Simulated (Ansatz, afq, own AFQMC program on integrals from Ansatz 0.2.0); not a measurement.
## BNH$_{3}$⁺, triplet in cc-pVTZ, levels against AFQMC with the constraint released

```xyz
5

B     0.0000   -0.1798    0.7865
N     0.0000    0.0674   -0.5650
H     0.0000    0.6578    1.6392
H     0.0000    0.9957   -0.9652
H     0.0000   -0.6620   -1.2589
```

Connectivity, by distances: BH–NH2.

Basis cc-pVTZ. Only valence electrons are correlated. Integrals, coupled cluster, full CI and functionals: Ansatz 0.2.0; the random walks run on the same integrals in our own AFQMC program. The CISD trial takes its coefficients from CCSD amplitudes. Released means that phaseless walkers are propagated on without the constraint, phases kept. Uncertainties: one standard error, sampling alone.

Determinant: ROHF, the one that the program's search chose, which needn't be the lowest solution. The geometry is a PBE0/def2-TZVP stationary point of this or a neighbouring charge and spin state.

No full CI on the walks' own integrals is used here. The released AFQMC energy serves as the reference, which it does only where one determinant dominates, the energy is flat over the last release times and near the phaseless one (40 meV or 2 meV an electron, half that with transition metals). On small molecules, where full CI could be run and the noise was under 10 meV, such values lay within 10 meV of it in 19 cases of 20, a flattering rate, since the rule was set on those same cases; what remains of the bias isn't in the error bar.

Cautions: another spin lies lower (by 3.53 eV); the released value is read at 2.40 1/Eh (meV from the phaseless value at times in 1/Eh: 2 ± 5 at 0.24, 5 ± 7 at 0.51, -10 ± 4 at 0.99, -13 ± 3 at 1.62, -11 ± 7 at 2.40).

* T1 diagnostic: 0.0137
* weight of the determinant in the CISD state: 0.917
* size of the correlated space: 10 electrons in 100 orbitals

Reference: AFQMC with the constraint released, correlation energy -7.431 ± 0.007 eV.

```
        level  E − E(reference) (kJ/mol)  share of correlation (%)
           HF                717.0 ± 0.7                      0.00
          MP2                 93.2 ± 0.7                     87.01
         CCSD                 21.7 ± 0.7                     96.97
      CCSD(T)                  3.4 ± 0.7                     99.53
ph-AFQMC/CISD                  1.0 ± 0.8                     99.85
```

A walk keeps the symmetry of its determinant, which the program's search chose and which needn't be the lowest solution, so a lower state of the same spin and another symmetry isn't excluded. Released energies are given only where the last usable release times agree within the noise; a slower fall can still hide under it.
